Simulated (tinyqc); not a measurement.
Inside a calculation. Method: Pariser-Parr-Pople SCF with singles CI, for the molecule C=C([CH2-])O (SMILES; centres numbered as the heavy atoms are written). Computed by tinyqc, a small Python program that keeps every step. Settings: charge = -1, gamma = MN, start = huckel, damping = 0, iteration cap = 89, excitations kept = 4. Command: `OMP_NUM_THREADS=1 python tinyqc.py 22039 22040 out.jsonl` (the two numbers bound the seeds that draw the settings). One thread of a shared host (Intel(R) Xeon(R) Processor @ 2.60GHz), about 0.01 s of CPU time with the checks. Later iterations appear only in the table of the cycle.

## PPP integrals

Centres (angstrom, eV; a flat drawing with bonds scaled to 1.40 angstrom):
```
centre        x        y  core charge z        W  gamma_rr
1C      -1.2120  -0.7000              1  11.1600   11.1300
2C       0.0000   0.0000              1  11.1600   11.1300
3C       1.2120  -0.7000              1  11.1600   11.1300
4O       0.0000   1.4000              2  33.0000   21.5000
```

Resonance integrals (eV):
```
i  j     beta
1  2  -2.3900
2  3  -2.3900
2  4  -2.2400
```

Mataga-Nishimoto: gamma = 14.399645/(R + a), a = 2 x 14.399645/(gamma_rr + gamma_ss); H_rr = -W_r - sum_(s != r) z_s gamma_rs; H_rs = beta for bonds.

repulsion gamma_rs (eV), lower triangle:
```
         1C       2C       3C       4O
1C  11.1300
2C   5.3463  11.1300
3C   3.8732   5.3463  11.1300
4O   4.3540   6.3084   4.3540  21.5000
```

core matrix H (eV), lower triangle:
```
          1C        2C        3C        4O
1C  -29.0874
2C   -2.3900  -34.4694
3C    0.0000   -2.3900  -29.0874
4O    0.0000   -2.2400    0.0000  -48.0163
```

## Starting guess

pi electrons, sum of z_r less the charge = 6

Orbitals of the Hueckel matrix of the beta values.

P at the start, lower triangle:
```
         1C      2C       3C      4O
1C   1.6526
2C   0.5894  1.0000
3C  -0.3474  0.5894   1.6526
4O  -0.3256  0.5524  -0.3256  1.6948
```

## Iteration 1: Fock matrix

F_rr = H_rr + P_rr gamma_rr / 2 + sum_(s != r) P_ss gamma_rs; F_rs = H_rs - P_rs gamma_rs / 2; E = tr P (H + F) / 2 + core repulsion sum_(r<s) z_r z_s gamma_rs.

F (eV), lower triangle:
```
         1C       2C       3C       4O
1C  -0.7645
2C  -3.9656  -0.5423
3C   0.6728  -3.9656  -0.7645
4O   0.7088  -3.9825   0.7088  -9.0979
```

pi energy = -82.2646 eV

## Iteration 1: orbitals and new P

Diagonalise F (the basis is taken as orthonormal) and form P = 2 sum c c over the lowest orbitals.

orbital energies (eV): -10.8199  -5.0260  -1.4373  6.1139

P after iteration 1, lower triangle:
```
         1C      2C       3C      4O
1C   1.5473
2C   0.6695  1.0098
3C  -0.4527  0.6695   1.5473
4O  -0.2175  0.3216  -0.2175  1.8955
```

## Iteration 2: Fock matrix

As before.

F (eV), lower triangle:
```
         1C       2C       3C       4O
1C  -0.8316
2C  -4.1797  -0.3471
3C   0.8767  -4.1797  -0.8316
4O   0.4734  -3.2545   0.4734  -7.7950
```

pi energy = -83.3379 eV

## Iteration 2: orbitals and new P

As before.

orbital energies (eV): -9.3588  -5.0463  -1.7083  6.3080

P after iteration 2, lower triangle:
```
         1C      2C       3C      4O
1C   1.5319
2C   0.6801  1.0120
3C  -0.4681  0.6801   1.5319
4O  -0.1884  0.2737  -0.1884  1.9242
```

## Convergence

Stop when output and input P, before any damping, agree to 1e-7.

Course of the cycle:
```
iteration      E (eV)  largest |P(out) - P(in)|
1          -82.264638                  2.31e-01
2          -83.337937                  4.80e-02
3          -83.381964                  1.32e-02
4          -83.385295                  3.82e-03
5          -83.385576                  1.13e-03
6          -83.385601                  3.33e-04
7          -83.385603                  9.88e-05
8          -83.385603                  2.93e-05
9          -83.385603                  8.69e-06
10         -83.385603                  2.58e-06
11         -83.385603                  7.64e-07
12         -83.385603                  2.27e-07
13         -83.385603                  6.72e-08
```

Converged in 13 iterations.

## Converged orbitals

Charges are z - P_rr.

orbital energies (eV): -9.0648  -5.0289  -1.7604  6.3114

coefficients:
```
       MO1      MO2      MO3      MO4
1C  0.1805   0.4806   0.7071  -0.4863
2C  0.4681   0.5355   0.0000   0.7030
3C  0.1805   0.4806  -0.7071  -0.4863
4O  0.8460  -0.5014   0.0000  -0.1814
```

pi charges: 1C -0.5271, 2C -0.0117, 3C -0.5271, 4O 0.0658

## Singles CI, singlets

Over the 3 single excitations with the smallest orbital gaps: A = (e_a - e_i) delta + 2 (ia|jb) - (ij|ab), with (pq|rs) = sum c_mp c_mq gamma_mn c_nr c_ns. f = 2/3 w |mu|^2 in atomic units, mu = sqrt2 sum c_ia sum_m c_mi c_ma R_m.

singlet CI matrix (eV), lower triangle:
```
        3>4     2>4      1>4
3>4  5.1709
2>4  0.0000  7.7230
1>4  0.0000  0.5038  10.7926
```

singlet excitation energies (eV): 5.1709  7.6424  10.8732

oscillator strengths: 0.6286  0.2871  0.0007

## Singles CI, triplets

Over the 3 single excitations with the smallest orbital gaps: A = (e_a - e_i) delta - (ij|ab), with (pq|rs) = sum c_mp c_mq gamma_mn c_nr c_ns.

triplet CI matrix (eV), lower triangle:
```
        3>4      2>4     1>4
3>4  1.7389
2>4  0.0000   4.5745
1>4  0.0000  -0.6674  8.9476
```

triplet excitation energies (eV): 1.7389  4.4749  9.0472
